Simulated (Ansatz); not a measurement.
## Energy on a grid of two coordinates

CH₅AlMg (SMILES [CH3][Mg][AlH2]), singlet, PBE0-D4/def2-TZVP minimum:

```
8
angstrom
C -1.1056 1.6888 -0.7195
Mg -0.0292 0.0429 -0.0144
Al 1.3878 -2.1204 0.9045
H -1.9684 1.3841 -1.3217
H -0.4891 2.3391 -1.3497
H -1.4893 2.3074 0.0991
H 2.8684 -2.0201 1.5114
H 0.8253 -3.6217 0.8905
```

Rows set the bond length Al3–H8 (Å; 1.603 at the minimum), columns the bond length C1–Mg2 (Å; 2.089), set in this order; the parts move rigidly, in a bend the first-named atom's side turns in the plane, and in a torsion the whole end group turns. CCSD(T) energies count from the value at that structure, in kJ/mol. Program: Ansatz 0.2.0. Basis: def2-TZVPP. Cores are frozen in the correlated methods. The outer core shell of Li, Na, Mg and K is correlated. The def2 sets are not built for correlating such inner shells, so the correlated values are less sure here.

```
Al3–H8 \ C1–Mg2  1.713  1.841  2.029  2.248  2.490  2.751  3.029
          1.315  193.7  117.0   75.2   81.9  119.3  170.8  224.7
          1.413  147.3   70.7   29.0   35.9   73.5  125.0  179.0
          1.557  121.1   44.7    3.3   10.4   48.2   99.9  154.1
          1.725  127.7   51.5   10.4   17.8   55.9      ?  162.1
          1.911  158.4   82.4   41.6   49.3   87.7  139.9  194.3
          2.112  202.7  127.1   86.6   94.6  133.3      ?  240.2
          2.325      ?  176.7  136.4      ?  183.7  236.3  290.8
```

Question: Fill in the withheld cells. (To be estimated.)

Answer: Computed: (1.725, 2.751): 107.8; (2.112, 2.751): 185.7; (2.325, 1.713): 252.1; (2.325, 2.248): 144.8 kJ/mol. These count from the CCSD(T) energy at the PBE0-D4 minimum.

The same grid for a cheaper method: MP2 − CCSD(T), both counted from the minimum, in kJ/mol:
```csv
Al3–H8 \ C1–Mg2,1.713,1.841,2.029,2.248,2.490,2.751,3.029
1.315,-2.2,-1.9,-1.5,-0.8,0.4,2.5,6.0
1.413,-2.0,-1.7,-1.3,-0.6,0.7,2.8,6.4
1.557,-1.2,-1.0,-0.5,0.2,1.5,3.7,7.3
1.725,0.2,0.5,0.9,1.7,3.0,5.3,9.1
1.911,2.5,2.8,3.3,4.1,5.5,7.8,11.8
2.112,5.9,6.2,6.8,7.7,9.1,11.6,15.7
2.325,10.7,11.1,11.7,12.7,14.3,16.9,21.2
```

No T1 diagnostic of these runs exceeds 0.016. The restricted Hartree–Fock reference is unstable towards an unrestricted one here.

For scale, one of the runs: CCSD(T)/def2-TZVPP, 175 basis functions, launched by `ansatz run in.yaml --threads 2 --pin off --events-out ev --progress --plain --max-ram 4352MiB`. The run took 70 s on 2 CPU threads of an Arm Neoverse N1 (shared host), with 1.6 GiB of host memory at its peak.
